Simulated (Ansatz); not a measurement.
Coupled-cluster run, `CC(C)(C)OC=O`.

```yaml
crystal:
  periodic: [false, false, false]
  atoms:
    - {symbol: C, position_ang: [0.532290, 0.276563, 1.643505]}
    - {symbol: C, position_ang: [0.068958, -0.020100, 0.229979]}
    - {symbol: C, position_ang: [1.105777, -0.844447, -0.513162]}
    - {symbol: C, position_ang: [-1.295496, -0.687090, 0.240840]}
    - {symbol: O, position_ang: [-0.031625, 1.311944, -0.368228]}
    - {symbol: C, position_ang: [-0.415503, 1.475239, -1.625824]}
    - {symbol: O, position_ang: [-0.719648, 0.630114, -2.418603]}
    - {symbol: H, position_ang: [0.645682, -0.655191, 2.200572]}
    - {symbol: H, position_ang: [1.493284, 0.794056, 1.632551]}
    - {symbol: H, position_ang: [-0.193758, 0.905344, 2.162093]}
    - {symbol: H, position_ang: [0.781210, -1.072657, -1.526764]}
    - {symbol: H, position_ang: [1.268201, -1.782816, 0.021732]}
    - {symbol: H, position_ang: [2.057293, -0.309875, -0.555370]}
    - {symbol: H, position_ang: [-1.635973, -0.913744, -0.767890]}
    - {symbol: H, position_ang: [-1.234369, -1.619090, 0.807116]}
    - {symbol: H, position_ang: [-2.029884, -0.042350, 0.728596]}
    - {symbol: H, position_ang: [-0.415437, 2.553801, -1.851040]}
basis:
  gaussian: {orbitals: def2-SVP}
correlation: {method: ccsd_t}
```

```sh
$ ansatz run in.yaml --threads 2 --pin off --events-out ev --progress --plain --max-ram 32768MiB --backend cuda --devices 0, --max-vram 18GiB
```

Log, shortened:

```
Functional definition: HF
1503 factors; integrals over basis functions are off by at most 1.5e-3 eV
mean field evaluation 1: about -9372.7453 eV, gradient 4.7e1 eV
mean field evaluation 2: about -9372.9330 eV, gradient 4.7e1 eV
mean field evaluation 4: about -9378.1185 eV, gradient 6.1e0 eV
mean field evaluation 8: about -9378.2276 eV, gradient 4.5e-1 eV
mean field -9378.22901841 eV, -344.6435596345 hartree, gradient 1.2e-6 eV, S^2 0.000000; 0 other end points of the search recorded, 0 dependent functions left out
7 core orbitals not correlated: weight in the atoms' cores, before any rotation towards them, 1.000 or more for the frozen orbitals, at most 0.000 for the correlated occupied ones
reference -9378.22901841 eV, -344.6435596345 hartree; 21, 21 occupied and 120, 120 virtual orbitals, 1503 factors
second order -29.11711617 eV of doubles, -0.00000000 eV of singles
cycle   1  -29.85015960 eV  change   -7.3e-1 eV  update   1.3e-1
cycle   2  -30.63371867 eV  change   -7.8e-1 eV  update   3.8e-2
cycle   3  -30.84258240 eV  change   -2.1e-1 eV  update   2.0e-2
cycle   4  -30.83482015 eV  change    7.8e-3 eV  update   4.7e-3
cycle   5  -30.83461493 eV  change    2.1e-4 eV  update   1.9e-3
cycle   6  -30.83471618 eV  change   -1.0e-4 eV  update   5.2e-4
cycle   7  -30.83428152 eV  change    4.3e-4 eV  update   2.2e-4
cycle   8  -30.83417688 eV  change    1.0e-4 eV  update   7.0e-5
cycle   9  -30.83419292 eV  change   -1.6e-5 eV  update   3.1e-5
perturbative correction -0.96904767 eV, -0.0356118451 hartree
Total energy: -9410.03225900 eV, -345.8123071693 hartree
```

It took 4.2 s on 2 threads of an AMD EPYC 7R13 on a shared host and a share of an NVIDIA H100 80 GB, with 0.76 GiB of host memory at the peak.

The correlation energy is -31.803 eV, 3.0 % of it from (T); the T1 diagnostic reads 0.0130.
